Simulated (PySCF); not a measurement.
We consider diamond, described by PBE0 (PySCF, GTH pseudopotentials, Gaussian basis).

The cell has the measured lattice: a = b = c = 3.567 Å, α = β = γ = 90.00°.

**Question.** What does this level give for the band gap and smallest direct gap on the k points sampled?

**Answer.** 
* **band gap**: 6.20 eV ± 0.06
* **smallest direct gap on the k points sampled**: 7.87 eV ± 0.07

Note: cell and atoms aren't relaxed at this level.

A ± is a rough bar: the spread of an extrapolation, a floor set from checks against published values, or a statistical error.

Computed values are for the static lattice.
